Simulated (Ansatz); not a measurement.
Input file:

```yaml
crystal:
  periodic: [false, false, false]
  atoms:
    - {symbol: Si, position_ang: [-1.023274, 0.000000, 0.000000]}
    - {symbol: H, position_ang: [-1.518146, 1.399708, 0.000000]}
    - {symbol: H, position_ang: [-1.518145, -0.699854, 1.212183]}
    - {symbol: H, position_ang: [-1.518146, -0.699854, -1.212182]}
    - {symbol: H, position_ang: [0.958726, 0.000000, 0.000000]}
    - {symbol: C, position_ang: [2.247726, 0.000000, -0.000001]}
    - {symbol: H, position_ang: [2.662194, 0.000000, 0.996160]}
    - {symbol: H, position_ang: [2.662194, 0.000000, -0.996162]}
basis:
  gaussian: {orbitals: cc-pVDZ}
magnetization: {spin_polarized: false, initial_magnetization: 2}
correlation: {method: sc_nevpt2, electrons: outside_noble_gas, active_space: {window: {electrons: 4, orbitals: 4}}}
```

```sh
$ ansatz run in.yaml --threads 1 --pin off --events-out ev --progress --plain --max-ram 2816MiB --backend cpu
```

Problem. Roughly how long does this take on 1 thread of AMD EPYC 7R13, shared host, and how much host memory?

Solution. 2.6 s wall and 0.2 GiB.

```
571 factors; integrals over basis functions are off by at most 1.8e-3 eV
mean field evaluation 1: about -8982.4229 eV, gradient 1.4e1 eV
mean field evaluation 2: about -8982.4575 eV, gradient 1.4e1 eV
mean field evaluation 4: about -8983.5349 eV, gradient 2.0e0 eV
mean field evaluation 8: about -8983.5570 eV, gradient 1.2e-1 eV
mean field -8983.55741393 eV, -330.1396456881 hartree, gradient 2.8e-6 eV, S^2 2.000000; 0 other end points of the search recorded, 0 dependent functions left out
reference -8983.55741393 eV, -330.1396456881 hartree; 14, 12 occupied and 48, 50 virtual orbitals, 571 factors
state -8984.21084106 eV, -330.1636586921 hartree
state -8984.21084106 eV, -330.1636586921 hartree; corrected -8990.12095588 eV, -330.3808514057 hartree
state -8983.92563468 eV, -330.1531775511 hartree
state -8983.92563468 eV, -330.1531775511 hartree; corrected -8990.10406633 eV, -330.3802307262 hartree
state -8984.21084106 eV, -330.1636586921 hartree; corrected -8990.12095588 eV, -330.3808514057 hartree
Total energy: -8990.12095588 eV, -330.3808514057 hartree
```

Natural occupations: 1.9669 1.0006 1.0000 0.0325.

For the same geometry and basis UCCSDT(Q) lies 1534.5 meV lower.
